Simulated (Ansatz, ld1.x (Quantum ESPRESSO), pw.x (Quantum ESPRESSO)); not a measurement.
**From atom to crystal: TM potential for Hf**

* Element: Hf (Z = 72)
* Generator: ld1.x (Quantum ESPRESSO) 7.5
* Type: norm-conserving Troullier–Martins (Kleinman–Bylander form)
* Functional: PBEsol
* Relativity: scalar-relativistic
* Frozen core: [Xe] 4f14
* Valence charge: 4
* Reference configuration: 5d2 6s1.5 6p0.5
* Partial waves: 6p (bound): rc 2.90 bohr; 5d (bound): rc 2.15 bohr; 6s (bound): rc 3.05 bohr
* Local potential: the s channel
* Core correction: none

Atomic tests: cutoffs needed: 25 Ry and 30 Ry (the cutoffs (Ry, on a coarse ladder) from which the occupation-weighted sum of valence levels, in a spherical-Bessel basis at the reference potential, stays within 10 and 1 mRy of its value at 400 Ry); ghost test: no extra level below or beside the all-electron valence levels (p, d, s, f tested) (spherical-Bessel basis up to 400 Ry, 20 bohr box); largest excitation error: +99 meV (all-electron minus pseudo) for 5d1 6s0 6p0, out of 7 test configurations.

Crystal test: fcc Hf in pw.x 7.5, no spin, 13³ k-points, Fermi–Dirac smearing 0.01 Ry, cutoffs 40/160 Ry. The reference is all-electron LAPW (Ansatz 0.2.0) with the same functional, mesh and smearing; V0 and B0 come from Birch–Murnaghan fits to the pressures at five volumes. Errors are pseudo minus all-electron; Δ is the rms difference of the E(V) curves that follow from these fits, minima aligned, over ±6 % about the mean V0. Mesh and smearing are coarse, so the numbers serve the comparison and aren't converged zero-temperature values; the lattice is a test structure that the element need not adopt.

```
V (Å³/atom)  P all-electron (GPa)  P pseudo (GPa)
     20.541                  6.17           10.23
     21.081                  2.98            6.88
     21.622                  0.13            3.85
     22.163                 -2.43            1.13
     22.703                 -4.73           -1.32
```

All-electron: a0 = 4.424 Å (V0 = 21.65 Å³/atom), B0 = 107.7 GPa.

Pseudopotential: mean pressure error (GPa): +3.73; a0 (Å): 4.475; a0 error (%): +1.15; B0 error (%): -5.0; Δ (meV/atom): 17.3. This is a poor potential for the solid.

**Question.** At the middle volume, how do free energy and pressure move when the wave cutoff is lowered (ecutrho kept at four times it)?

**Answer.**

```tsv
cutoff (Ry)	shift of F (meV/atom)	shift of P (GPa)
18	+537.7	-12.52
24	+49.2	-2.21
32	+1.2	-0.08
```

The run at the middle volume (84 k-points, 7 iterations) took about 5.4 s on one core of a shared host (Neoverse-V1, 32 threads, 247 GiB, load 34).
